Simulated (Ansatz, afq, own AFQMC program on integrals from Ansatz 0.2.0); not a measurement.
Ge2, singlet: AFQMC among the cluster methods

```xyz
2

Ge    0.0000    0.0000    0.0000
Ge    0.0000    0.0000    1.9650
```

Basis cc-pVDZ. Noble-gas cores (and the filled d shells of Ga–Kr and In–Xe) are frozen. AFQMC by an in-house program on the Cholesky factors that Ansatz 0.2.0 writes for its CCSD(T) run. The CISD trial takes its coefficients from CCSD amplitudes. Released means that phaseless walkers are propagated on without the constraint, phases kept. Free projection: walkers drawn from exp(T), propagated without any constraint. Its projection time is finite, and what remains of the start isn't in its error. Error bars are statistical, one sigma. No spin–orbit coupling.

Determinant: RHF, the one that the program's search chose, which needn't be the lowest solution. The geometry is a point of a scan.

No full CI on the walks' own integrals is used here; CCSDTQ serves as the reference and is uncertain by about the last step of the cluster series.

Cautions: no relativity below Rb; no spin-orbit coupling; inner d shell frozen; higher spins were not checked; restricted determinant unstable towards unrestricted (UHF 1.21 eV lower, ⟨S²⟩ 1.15); the search met a lower determinant of the same kind, perhaps of another symmetry (61 meV lower), and this one is a saddle point; raised T1 diagnostic (T1 0.024, weight of the determinant 0.82, largest double 0.15); (T) is large, 7 % of the CCSD correlation; CCSDTQ on the UHF determinant differs (169 meV lower), perhaps since the unrestricted series falls towards higher spin.

```
T1 diagnostic                               : 0.0242
weight of the determinant in the CISD state : 0.820
size of the correlated space                : 8 electrons in 26 orbitals
```

| level | correlation energy (eV) |
| --- | --- |
| MP2 | -4.6335 |
| CCSD | -5.0658 |
| CCSD(T) | -5.4097 |

(1) Estimate where phaseless AFQMC with the Hartree–Fock trial lies against CCSD(T) on the same integrals.

(1) 4.13 ± 1.88 mEh above CCSD(T).

Reference: CCSDTQ, correlation energy -5.470 eV. The released energy is read at 2.40 1/Eh (meV from the phaseless value at times in 1/Eh: -6 ± 16 at 0.24, -26 ± 14 at 0.51, -32 ± 11 at 0.99, -54 ± 15 at 1.62, -32 ± 17 at 2.40).

| level | E − E(reference) (mEh) | share of correlation (%) |
| --- | --- | --- |
| CCSD(T) | 2.20 | 98.90 |
| CCSDT | 1.59 | 99.21 |
| CCSDT(Q) | -0.18 | 100.09 |
| ph-AFQMC/HF | 6.33 ± 1.88 | 96.85 |
| ph-AFQMC/CISD | 1.92 ± 0.52 | 99.05 |
| released AFQMC | 0.72 ± 0.63 | 99.64 |
| free AFQMC | 0.31 ± 0.64 | 99.84 |

CCSDT and higher add their correlation energy to the determinant of the CCSD(T) run, since their own runs factorise the integrals more tightly (a shift of under 2 meV). Free projections are given only where their last times agree within the noise and don't stop above the reference; a slow remainder of the start can still hide under it. A walk keeps the symmetry of its determinant, which the program's search chose and which needn't be the lowest solution, so a lower state of the same spin and another symmetry isn't excluded. Released energies are given only where the last usable release times agree within the noise; a slower fall can still hide under it.
